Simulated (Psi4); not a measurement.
**NSF3 (thiazyl trifluoride) at BHLYP/def2-SVPD**

Aim: the energy change on altering one bond length of NSF3 (thiazyl trifluoride) at BHLYP/def2-SVPD, from 2 runs. Input form: a Python script.

The results are computed with Psi4 1.11.

3 further runs of the same task are left out: 1 that didn't finish, 2 set aside as unsound or not needed.

## (1) Starting point

NSF3: 5 atoms, total charge 0, spin state singlet. As SMILES, `N#S(F)(F)F`. Geometry: relaxed at PBE0-D4/def2-TZVP.

Bond lengths: N1–S2 1.409 Å, S2–F3 1.555 Å, S2–F4 1.555 Å, S2–F5 1.555 Å. Angles: N1–S2–F3 122.6°, N1–S2–F4 122.6°, N1–S2–F5 122.6°, F3–S2–F4 93.7°, F3–S2–F5 93.7°, F4–S2–F5 93.7°.

## (2) The energy at BHLYP/def2-SVPD

The input, f3ns.xyz:

```xyz
5
F3NS
N     -0.349630    -0.004150     1.591380
S     -0.047340    -0.000560     0.215490
F      1.023370    -0.939300    -0.408980
F     -1.108620    -0.317610    -0.875740
F      0.482210     1.261610    -0.522150
```

The input, f3ns.py:

```python
import psi4

psi4.set_memory('1600 MB')
psi4.set_num_threads(1)
psi4.core.set_output_file('output.dat', False)

with open('f3ns.xyz') as f:
    atoms = ''.join(f.readlines()[2:])
m = psi4.geometry('0 1\n' + atoms + 'symmetry c1')

psi4.set_options({
    'puream': True,
    'e_convergence': 1e-09,
    'd_convergence': 1e-08,
    'scf_type': 'pk',
    'dft_radial_points': 99,
    'dft_spherical_points': 590,
})

e, wfn = psi4.energy('bhhlyp/def2-SVPD', molecule=m, return_wfn=True)
psi4.oeprop(wfn, 'MULLIKEN_CHARGES', 'LOWDIN_CHARGES', 'WIBERG_LOWDIN_INDICES', title='BHHLYP')
print(f'bhhlyp/def2-SVPD energy: {e:.10f} Eh')
for k, v in sorted(psi4.core.scalar_variables().items()):
    print(f'{k:45s} {v:18.10f}')
```

Launch:

```bash
$ python f3ns.py
```

output.dat:

```text
[...]
  Running in c1 symmetry.
[...]
  Nuclear repulsion =  284.226728899419811
[...]
  Multiplicity = 1
[...]
  Nalpha       = 25
  Nbeta        = 25
[...]
    Number of basis functions: 116
[...]
   @RKS iter   1:  -751.47889449216723    6.45445e-01   7.30909e-03 ADIIS/DIIS
[...]
   @RKS iter  11:  -751.77491505066371   -7.38964e-12   3.36104e-09 DIIS
[...]
    Orbital Energies [Eh]
    ---------------------
    Doubly Occupied:
       1A    -90.393325     2A    -25.423217     3A    -25.423158
       4A    -25.423155     5A    -14.853570     6A     -8.655058
       7A     -6.518709     8A     -6.518709     9A     -6.517130
      10A     -1.537500    11A     -1.442925    12A     -1.442923
      13A     -1.112817    14A     -0.861587    15A     -0.755587
      16A     -0.755587    17A     -0.676203    18A     -0.655134
      19A     -0.655132    20A     -0.603936    21A     -0.603935
      22A     -0.591204    23A     -0.485541    24A     -0.412838
      25A     -0.412837
[...]
  @RKS Final Energy:  -751.77491505066371
   => Energetics <=
    Nuclear Repulsion Energy =            284.2267288994198111
    One-Electron Energy =               -1602.8873460214140323
    Two-Electron Energy =                 599.8518940235578611
    DFT Exchange-Correlation Energy =     -32.9661919522273621
    Empirical Dispersion Energy =           0.0000000000000000
    VV10 Nonlocal Energy =                  0.0000000000000000
    Total Energy =                       -751.7749150506637079
[...]
 Multipole Moments:
 ------------------------------------------------------------------------------------
     Multipole            Electronic (a.u.)      Nuclear  (a.u.)        Total (a.u.)
 ------------------------------------------------------------------------------------
 L = 1.  Multiply by 2.5417464519 to convert [e a0] to [Debye]
 Dipole X            :          0.5094939           -0.3438495            0.1656444
 Dipole Y            :          0.0060532           -0.0040747            0.0019786
 Dipole Z            :         -2.3190029            1.5651108           -0.7538921
 Magnitude           :                                                    0.7718777
[...]
  Mulliken Charges: (a.u.)
   Center  Symbol    Alpha    Beta     Spin     Total
       1     N     3.66069  3.66069  0.00000 -0.32139
       2     S     7.11623  7.11623  0.00000  1.76755
       3     F     4.74103  4.74103  0.00000 -0.48206
       4     F     4.74102  4.74102  0.00000 -0.48205
       5     F     4.74103  4.74103  0.00000 -0.48205
   Total alpha = 25.00000, Total beta = 25.00000, Total charge =  0.00000
  Lowdin Charges: (a.u.)
   Center  Symbol    Alpha    Beta     Spin     Total
       1     N     3.63601  3.63601  0.00000 -0.27203
[...]
```

The script printed:

```text
bhhlyp/def2-SVPD energy: -751.7749150507 Eh
CURRENT ENERGY                                   -751.7749150507
CURRENT REFERENCE ENERGY                         -751.7749150507
DD SOLVATION ENERGY                                 0.0000000000
DFT FUNCTIONAL TOTAL ENERGY                      -751.7749150507
DFT TOTAL ENERGY                                 -751.7749150507
DFT VV10 ENERGY                                     0.0000000000
DFT XC ENERGY                                     -32.9661919522
GRID ELECTRONS ALPHA                               25.0000006064
GRID ELECTRONS BETA                                25.0000006064
GRID ELECTRONS TOTAL                               50.0000012128
NUCLEAR REPULSION ENERGY                          284.2267288994
ONE-ELECTRON ENERGY                             -1602.8873460214
PCM POLARIZATION ENERGY                             0.0000000000
PE ENERGY                                           0.0000000000
SCF ITERATION ENERGY                             -751.7749150507
SCF ITERATIONS                                     11.0000000000
SCF TOTAL ENERGY                                 -751.7749150507
TWO-ELECTRON ENERGY                               599.8518940236
XC GRID RADIAL POINTS                              99.0000000000
XC GRID SPHERICAL POINTS                          590.0000000000
XC GRID TOTAL POINTS                           283175.0000000000
```

Run time: 14 s. Hardware: 1 thread of AMD EPYC 9B14 (Zen 4), shared host; peak memory 0.67 GiB.

## (3) The distorted shape, same level

The input, job.py:

```python
import psi4

psi4.set_memory('1600 MB')
psi4.set_num_threads(1)
psi4.core.set_output_file('output.dat', False)

m = psi4.geometry("""
0 1
N     -0.985088    -1.518749     2.476545
S     -0.682798    -1.515159     1.100655
F      0.387912    -2.453899     0.476185
F     -1.744078    -1.832209     0.009425
F      0.482210     1.261610    -0.522150
units angstrom
symmetry c1
no_reorient
no_com
""")

options = {'reference': 'rks', 'puream': True, 'e_convergence': 1e-09, 'd_convergence': 1e-08, 'scf_type': 'pk', 'dft_radial_points': 99, 'dft_spherical_points': 590}
psi4.set_options(options)

energy_value, wavefunction = psi4.energy("bhhlyp/def2-SVPD", molecule=m, return_wfn=True)
print(f'total energy {energy_value:.8f} hartree = {energy_value * 27.211386:.5f} eV')
```

Launch:

```bash
$ python job.py
```

output.dat:

```text
[...]
  Running in c1 symmetry.
[...]
  Nuclear repulsion =  236.845827014018766
[...]
  Multiplicity = 1
[...]
  Nalpha       = 25
  Nbeta        = 25
[...]
    Number of basis functions: 116
[...]
   @RKS iter   1:  -751.13038615604307    3.27197e-01   8.06365e-03 DIIS/ADIIS
[...]
   @RKS iter  22:  -751.57837949332281   -4.54747e-12   1.71310e-09 DIIS
[...]
    Orbital Energies [Eh]
    ---------------------
    Doubly Occupied:
       1A    -90.398766     2A    -25.481984     3A    -25.481983
       4A    -25.238860     5A    -14.970616     6A     -8.674456
       7A     -6.537150     8A     -6.537118     9A     -6.533833
      10A     -1.559085    11A     -1.492851    12A     -1.203286
      13A     -1.168806    14A     -0.894164    15A     -0.787370
      16A     -0.745413    17A     -0.717052    18A     -0.675595
      19A     -0.650938    20A     -0.596043    21A     -0.539106
      22A     -0.502707    23A     -0.412978    24A     -0.412951
      25A     -0.360615
[...]
  @RKS Final Energy:  -751.57837949332281
   => Energetics <=
    Nuclear Repulsion Energy =            236.8458270140187665
    One-Electron Energy =               -1508.1259081991292987
    Two-Electron Energy =                 552.5538555047085083
    DFT Exchange-Correlation Energy =     -32.8521538129208679
    Empirical Dispersion Energy =           0.0000000000000000
    VV10 Nonlocal Energy =                  0.0000000000000000
    Total Energy =                       -751.5783794933228137
[...]
 Multipole Moments:
 ------------------------------------------------------------------------------------
     Multipole            Electronic (a.u.)      Nuclear  (a.u.)        Total (a.u.)
 ------------------------------------------------------------------------------------
 L = 1.  Multiply by 2.5417464519 to convert [e a0] to [Debye]
 Dipole X            :         47.6750167          -48.5394826           -0.8644658
 Dipole Y            :        115.0445938         -117.3411624           -2.2965685
 Dipole Z            :        -64.5277798           65.4174713            0.8896915
 Magnitude           :                                                    2.6101876
[...]
```

Standard output:

```text
total energy -751.57837949 hartree = -20451.48939 eV
```

Run time: 23 s. Hardware: 1 thread of AMD EPYC 9B14 (Zen 4), shared host; peak memory 0.67 GiB.

## (4) Summary of results

At BHLYP/def2-SVPD:

| quantity | value |
| --- | --- |
| first shape: total energy | -751.77492 Eh |
| first shape: dipole moment | 1.96 D |
| first shape: HOMO energy | -11.23 eV |
| first shape: LUMO energy | -0.49 eV |
| first shape: HOMO–LUMO gap | 10.74 eV |
| distorted shape: total energy | -751.57838 Eh |
| distorted shape: dipole moment | 6.63 D |
| distorted shape: HOMO energy | -9.81 eV |
| distorted shape: LUMO energy | -7.07 eV |
| distorted shape: HOMO–LUMO gap | 2.75 eV |
| energy change with the S2–F5 bond stretched from 1.555 to 3.421 Å | 5.348 eV |

In words: One bond (distorted shape) is far stretched, which a spin-restricted single reference describes badly; a broken-symmetry solution may lie lower. With the S2–F5 bond stretched from 1.555 to 3.421 Å the energy rises by 5.35 eV (516 kJ/mol). The first shape isn't relaxed at this level, so the change isn't measured from a minimum. A restricted reference can't describe the breaking bond well at this length.
